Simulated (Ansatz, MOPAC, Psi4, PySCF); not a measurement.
Molecule: trans-ethylamine, C2H7N (charge 0, singlet). SMILES: C(C)N
Geometry from a B3LYP-D3(BJ)/def2-TZVP (Ansatz, an electronic-structure program) optimisation:
```xyz
10

C      1.2101    -0.3675    -0.0020
C      0.0059     0.5734    -0.0002
N     -1.3057    -0.0740     0.0024
H      2.1508     0.1897    -0.0039
H      1.2028    -1.0109     0.8816
H      1.1996    -1.0116    -0.8851
H      0.0502     1.2284    -0.8744
H      0.0533     1.2290     0.8732
H     -1.4054    -0.6706     0.8165
H     -1.4083    -0.6712    -0.8110
```
Charge 0, spin multiplicity 1.

Quantity: vertical ionisation energy to the doublet, in eV. Terms: no spin-orbit coupling; 6-31G* and kin with 6d, 5d where marked; open shells spin-unrestricted; 6-311+G** with 5d; each state is the SCF solution reached for its charge and spin; non-relativistic; no dispersion term unless named; PM7 with its own dispersion and hydrogen-bond terms; frozen cores in correlated levels. Ab initio and DFT rows: single points at B3LYP-D3(BJ) geometries (Ansatz). Semi-empirical rows: differences of heats of formation at the shared geometry for vertical values.

```csv
level,program,vertical ionisation energy to the doublet (eV)
PM3,MOPAC,9.14
PM6,MOPAC,9.09
PM7,MOPAC,9.33
HF/6-311+G**,Ansatz,8.20
PBE/6-311+G**,Ansatz,9.25
B3LYP/6-31G*,Ansatz,9.17
B3LYP/6-311+G**,Ansatz,9.41
M06-2X/6-31G* (5d),PySCF,9.37
wB97X-D/6-31G*,Psi4,9.23
MP2/6-31G*,Ansatz,9.12
B3LYP/def2-TZVPD,Ansatz,9.41
```

No value to compare with is used here. The 10 habitual levels span 8.20 (HF/6-311+G**) to 9.41 eV (B3LYP/6-311+G**); B3LYP/def2-TZVPD gives 9.41.

The levels are drawn from those run, B3LYP/6-31G* more often than the rest, none by its result; runs whose electronic state is in doubt are left out.
